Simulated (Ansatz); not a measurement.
Mulliken charges of C$_{2}$H$_{6}$N$_{2}$, SMILES `N=CCN` from r2SCAN/def2-TZVPP in Ansatz (PBE0-D4/def2-TZVP geometry).

```
atom   x (Å)   y (Å)   z (Å)  charge (e)
  N1  -1.049   0.962  -0.710      -0.327
  C2  -0.936  -0.063   0.019      -0.002
  C3   0.407  -0.595   0.426       0.157
  N4   1.563   0.123  -0.051      -0.344
  H5  -2.027   1.182  -0.888       0.159
  H6  -1.799  -0.630   0.400       0.023
  H7   0.431  -0.643   1.522       0.033
  H8   0.465  -1.642   0.102       0.033
  H9   1.498   1.090   0.248       0.133
 H10   1.530   0.166  -1.064       0.133
```

**Question.** By hand: the dipole of these point charges (1 e Å = 4.8032 D).

**Answer.** Σ q r = (-0.060, -0.185, 0.130) e Å, of length 0.234 e Å = 1.12 D.

**Question.** How does the dipole of the full density compare? (Estimate.)

**Answer.** Ansatz gave: (-0.389, -0.149, 0.097) e Å, 2.05 D; the point charges give 0.55 times that, at 51° from its direction.

Point charges leave out the atoms' own dipoles, such as those of lone pairs, and Mulliken's split depends on the basis, so the two needn't agree.
